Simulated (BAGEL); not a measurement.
# RI-MP2/6-31G(d) (density fitting with qzvpp-jkfit, spherical functions) run of C2H4F2O (SMILES FCOCF)

What is the energy change on altering one bond length of C2H4F2O at RI-MP2/6-31G* (density fitting with qzvpp-jkfit, spherical functions)? 

Program for the calculation: BAGEL 1.2.2.

1 further run of the same task is left out (it didn't finish).

## (1) The molecule

C2H4F2O has 9 atoms, charge 0, and is taken as a singlet. As SMILES, `FCOCF`. Geometry: relaxed at PBE0-D4/def2-TZVP. This is one conformer, not always the lowest.

Bond lengths: F1–C2 1.375 Å, C2–O3 1.381 Å, O3–C4 1.381 Å, C4–F5 1.375 Å, C2–H6 1.094 Å, C2–H7 1.090 Å, C4–H8 1.094 Å, C4–H9 1.090 Å. Some angles: F1–C2–O3 110.4°, C2–O3–C4 114.8°, O3–C4–F5 110.4°, F1–C2–H6 107.3°, F1–C2–H7 108.3°, O3–C2–H6 111.9°, O3–C2–H7 107.0°, O3–C4–H8 111.9°, O3–C4–H9 107.0°, F5–C4–H8 107.3°.

## (2) The energy at RI-MP2/6-31G(d) (density fitting with qzvpp-jkfit, spherical functions)

Input file input.json:

```json
{ "bagel" : [

{
  "title" : "molecule",
  "basis" : "6-31gs.json",
  "df_basis" : "qzvpp-jkfit",
  "angstrom" : true,
  "geometry" : [
    { "atom" : "F", "xyz" : [       1.150500,      -1.073900,      -1.107000 ] },
    { "atom" : "C", "xyz" : [       0.920600,       0.217600,      -0.694100 ] },
    { "atom" : "O", "xyz" : [      -0.432800,       0.435200,      -0.525300 ] },
    { "atom" : "C", "xyz" : [      -0.977300,      -0.151800,       0.599900 ] },
    { "atom" : "F", "xyz" : [      -0.601400,       0.536800,       1.729500 ] },
    { "atom" : "H", "xyz" : [       1.477000,       0.366000,       0.236200 ] },
    { "atom" : "H", "xyz" : [       1.255700,       0.893500,      -1.480700 ] },
    { "atom" : "H", "xyz" : [      -0.643100,      -1.186400,       0.722800 ] },
    { "atom" : "H", "xyz" : [      -2.060700,      -0.083300,       0.501700 ] }
  ]
},

{ "title" : "hf" },

{ "title" : "mp2", "ncore" : 5 }

]}
```

The basis set 6-31G* is read from a file made from the Basis Set Exchange's data (not shown).

The run is started by

```sh
$ BAGEL_NUM_THREADS=1 BAGEL input.json > input.out
```

The program printed:

```text
* using 1 threads per process

  ===============================================================
  ===============================================================

  *** Geometry ***

  { "atom" : "F", "xyz" : [      2.174130,     -2.029377,     -2.091927 ] },
  { "atom" : "C", "xyz" : [      1.739682,      0.411204,     -1.311659 ] },
  { "atom" : "O", "xyz" : [     -0.817873,      0.822409,     -0.992673 ] },
  { "atom" : "C", "xyz" : [     -1.846829,     -0.286860,      1.133647 ] },
  { "atom" : "F", "xyz" : [     -1.136481,      1.014405,      3.268281 ] },
  { "atom" : "H", "xyz" : [      2.791125,      0.691640,      0.446353 ] },
  { "atom" : "H", "xyz" : [      2.372929,      1.688470,     -2.798117 ] },
  { "atom" : "H", "xyz" : [     -1.215283,     -2.241971,      1.365894 ] },
  { "atom" : "H", "xyz" : [     -3.894159,     -0.157414,      0.948076 ] },

  Number of auxiliary basis functions:      453

  Since a DF basis is specified, we compute 2- and 3-index integrals:
    o Being stored without compression. Storage requirement is 0.022 GB

  Number of basis functions:       78
  Number of electrons      :       42

    * METHOD: MOLECULE                             0.17

  *** RHF ***

  === Nuclear Repulsion ===
   193.0903871384

      * DIIS with orbital gradients will be used.

  === RHF iteration (6-31gs.json) ===
      0       -351.55657439          0.02219494           0.05
      1       -351.71492802          0.01306936           0.05
      2       -351.78109294          0.00148213           0.05
      3       -351.78253612          0.00022505           0.05
      4       -351.78257762          0.00009936           0.05
      5       -351.78258474          0.00002838           0.05
      6       -351.78258544          0.00000897           0.04
      7       -351.78258550          0.00000210           0.05
      8       -351.78258550          0.00000077           0.05
      9       -351.78258550          0.00000025           0.05
     10       -351.78258550          0.00000006           0.04
     11       -351.78258550          0.00000003           0.05
     12       -351.78258550          0.00000001           0.05
    * SCF iteration converged.

    * Permanent dipole moment:
           (    0.004743,    -0.005122,     0.006296) a.u.

    * METHOD: HF                                   0.72

  *** RHF ***

  === Nuclear Repulsion ===
   193.0903871384

      * DIIS with orbital gradients will be used.

  === RHF iteration (6-31gs.json) ===
      0       -351.78258550          0.00000000           0.05
    * SCF iteration converged.

    * Permanent dipole moment:
           (    0.004743,    -0.005122,     0.006296) a.u.

  === DF-MP2 calculation ===

    * freezing 5 orbitals
    * 3-index integral transformation done
    * assembly done

      MP2 correlation energy:   -0.7642332831      0.04

      MP2 total energy:       -352.5468187834

    * METHOD: MP2                                  0.15

  ===============================================================
```

Run time: 1.2 s. Hardware: 1 thread of Arm Neoverse V2, shared host.

## (3) The distorted shape, same level

Input file mp2.json:

```json
{ "bagel" : [

{
  "title" : "molecule",
  "basis" : "6-31gs.json",
  "df_basis" : "qzvpp-jkfit",
  "angstrom" : true,
  "geometry" : [
    { "atom" : "F", "xyz" : [    1.692206,   -1.108150,   -1.057899 ] },
    { "atom" : "C", "xyz" : [    1.462306,    0.183350,   -0.644999 ] },
    { "atom" : "O", "xyz" : [    0.108906,    0.400950,   -0.476199 ] },
    { "atom" : "C", "xyz" : [   -0.435594,   -0.186050,    0.649001 ] },
    { "atom" : "F", "xyz" : [   -0.059694,    0.502550,    1.778601 ] },
    { "atom" : "H", "xyz" : [    2.018706,    0.331750,    0.285301 ] },
    { "atom" : "H", "xyz" : [    1.797406,    0.859250,   -1.431599 ] },
    { "atom" : "H", "xyz" : [   -0.101394,   -1.220650,    0.771901 ] },
    { "atom" : "H", "xyz" : [   -2.060700,   -0.083300,    0.501700 ] }
  ]
},
{ "title" : "hf" },
{ "title" : "mp2", "ncore" : 5 }

]}
```

The basis set 6-31G* is read from a file made from the Basis Set Exchange's data (not shown).

The run is started by

```sh
$ BAGEL_NUM_THREADS=1 BAGEL mp2.json > mp2.out
```

The program printed:

```text
* using 1 threads per process

  ===============================================================
  ===============================================================

  *** Geometry ***

  { "atom" : "F", "xyz" : [      3.197806,     -2.094100,     -1.999139 ] },
  { "atom" : "C", "xyz" : [      2.763358,      0.346481,     -1.218871 ] },
  { "atom" : "O", "xyz" : [      0.205803,      0.757686,     -0.899886 ] },
  { "atom" : "C", "xyz" : [     -0.823153,     -0.351584,      1.226434 ] },
  { "atom" : "F", "xyz" : [     -0.112805,      0.949682,      3.361069 ] },
  { "atom" : "H", "xyz" : [      3.814801,      0.626917,      0.539141 ] },
  { "atom" : "H", "xyz" : [      3.396605,      1.623747,     -2.705330 ] },
  { "atom" : "H", "xyz" : [     -0.191607,     -2.306694,      1.458681 ] },
  { "atom" : "H", "xyz" : [     -3.894159,     -0.157414,      0.948076 ] },

  Number of auxiliary basis functions:      453

  Since a DF basis is specified, we compute 2- and 3-index integrals:
    o Being stored without compression. Storage requirement is 0.022 GB

  Number of basis functions:       78
  Number of electrons      :       42

    * METHOD: MOLECULE                             0.17

  *** RHF ***

  === Nuclear Repulsion ===
   190.9479884846

      * DIIS with orbital gradients will be used.

  === RHF iteration (6-31gs.json) ===
      0       -351.45488762          0.02266428           0.05
      1       -351.61764320          0.01368285           0.05
      2       -351.69001625          0.00159032           0.05
      3       -351.69181156          0.00033448           0.05
      4       -351.69188686          0.00014578           0.05
      5       -351.69190412          0.00003387           0.05
      6       -351.69190517          0.00001292           0.05
      7       -351.69190528          0.00000296           0.05
      8       -351.69190529          0.00000108           0.05
      9       -351.69190529          0.00000037           0.05
     10       -351.69190529          0.00000010           0.05
     11       -351.69190529          0.00000005           0.05
     12       -351.69190529          0.00000001           0.05
     13       -351.69190529          0.00000001           0.05
    * SCF iteration converged.

    * Permanent dipole moment:
           (   -0.279991,    -0.012054,     0.002976) a.u.

    * METHOD: HF                                   0.80

  *** RHF ***

  === Nuclear Repulsion ===
   190.9479884846

      * DIIS with orbital gradients will be used.

  === RHF iteration (6-31gs.json) ===
      0       -351.69190529          0.00000000           0.05
    * SCF iteration converged.

    * Permanent dipole moment:
           (   -0.279991,    -0.012054,     0.002977) a.u.

  === DF-MP2 calculation ===

    * freezing 5 orbitals
    * 3-index integral transformation done
    * assembly done

      MP2 correlation energy:   -0.7768692386      0.04

      MP2 total energy:       -352.4687745251

    * METHOD: MP2                                  0.16

  ===============================================================
```

Run time: 1.3 s. Hardware: 1 thread of Arm Neoverse V2, shared host.

## (4) What came out

Level: RI-MP2/6-31G* (density fitting with qzvpp-jkfit, spherical functions), 5 core orbitals frozen.

| quantity | value |
| --- | --- |
| first shape: total energy | -352.54682 Eh |
| first shape: correlation energy (5 core orbitals frozen) | -764.2 mEh |
| distorted shape: total energy | -352.46877 Eh |
| distorted shape: correlation energy (5 core orbitals frozen) | -776.9 mEh |
| energy change with the C4–H9 bond stretched from 1.090 to 1.635 Å | 2.124 eV |

In words: One bond (distorted shape) is far stretched, which a spin-restricted single reference describes badly; perturbation theory on it can break down and give far too much correlation. With the C4–H9 bond stretched from 1.090 to 1.635 Å the energy rises by 2.12 eV (205 kJ/mol). The first shape isn't relaxed at this level, so the change isn't measured from a minimum. A restricted reference can't describe the breaking bond well at this length.
